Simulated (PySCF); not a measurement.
Gas-phase reaction: 3 CH3NH2 + 4 C3H3 (propargyl) → 3 HCN + 3 C4H8 (trans-2-butene)

Method: PySCF energies plus ideal-gas RRHO corrections (1 bar). † marks an energy on the PBE0/def2-TZVP geometry and frequencies; other levels use their own. MP2 freezes the core. 6-31G* has spherical d functions here. Open shells (unrestricted): C3H3 (propargyl) (multiplicity 2); the rest are closed-shell singlets. B3LYP is the form with VWN-RPA correlation. MP2 isn't extrapolated to the basis-set limit; its ΔH°(298 K) is -1223.3 kJ in def2-SVP and -1169.3 kJ in def2-TZVPP. The harmonic model lacks anharmonicity and excited electronic states, which grow with temperature; levels with a mode under 35 cm⁻¹ are left out. Internal rotation in CH3NH2, C4H8 (trans-2-butene) is treated as a harmonic vibration of one conformer, which makes the entropy rough. Warning, spin contamination: C3H3 (propargyl) (HF/def2-TZVP†, MP2/def2-SVP†, MP2/def2-TZVPP†).

```json
[
 {"level": "B3LYP/6-31G*", "ΔE electronic, kJ": "-1004", "ΔH°(298 K), kJ": "-968", "ΔS°(298 K), J/K": "-260", "ΔG°(1200 K), kJ": "-642"},
 {"level": "B3LYP/def2-TZVP†", "ΔE electronic, kJ": "-923", "ΔH°(298 K), kJ": "-890", "ΔS°(298 K), J/K": "-257", "ΔG°(1200 K), kJ": "-570"},
 {"level": "HF/def2-TZVP†", "ΔE electronic, kJ": "-782", "ΔH°(298 K), kJ": "-749", "ΔS°(298 K), J/K": "-257", "ΔG°(1200 K), kJ": "-429"},
 {"level": "M06-2X/def2-TZVP†", "ΔE electronic, kJ": "-1005", "ΔH°(298 K), kJ": "-972", "ΔS°(298 K), J/K": "-257", "ΔG°(1200 K), kJ": "-652"},
 {"level": "MP2/def2-SVP†", "ΔE electronic, kJ": "-1256", "ΔH°(298 K), kJ": "-1223", "ΔS°(298 K), J/K": "-257", "ΔG°(1200 K), kJ": "-903"},
 {"level": "MP2/def2-TZVPP†", "ΔE electronic, kJ": "-1202", "ΔH°(298 K), kJ": "-1169", "ΔS°(298 K), J/K": "-257", "ΔG°(1200 K), kJ": "-849"},
 {"level": "PBE/def2-SVP", "ΔE electronic, kJ": "-970", "ΔH°(298 K), kJ": "-939", "ΔS°(298 K), J/K": "-255", "ΔG°(1200 K), kJ": "-624"},
 {"level": "PBE0/def2-SVP†", "ΔE electronic, kJ": "-970", "ΔH°(298 K), kJ": "-937", "ΔS°(298 K), J/K": "-257", "ΔG°(1200 K), kJ": "-616"},
 {"level": "LDA/def2-TZVP†", "ΔE electronic, kJ": "-988", "ΔH°(298 K), kJ": "-955", "ΔS°(298 K), J/K": "-257", "ΔG°(1200 K), kJ": "-635"},
 {"level": "ωB97M-V/def2-TZVP†", "ΔE electronic, kJ": "-1011", "ΔH°(298 K), kJ": "-978", "ΔS°(298 K), J/K": "-257", "ΔG°(1200 K), kJ": "-658"},
 {"level": "ωB97X-V/def2-TZVP†", "ΔE electronic, kJ": "-1015", "ΔH°(298 K), kJ": "-982", "ΔS°(298 K), J/K": "-257", "ΔG°(1200 K), kJ": "-662"}
]
```
ΔH° is lowest at MP2/def2-SVP† and highest at HF/def2-TZVP†. No reference value is set beside these.
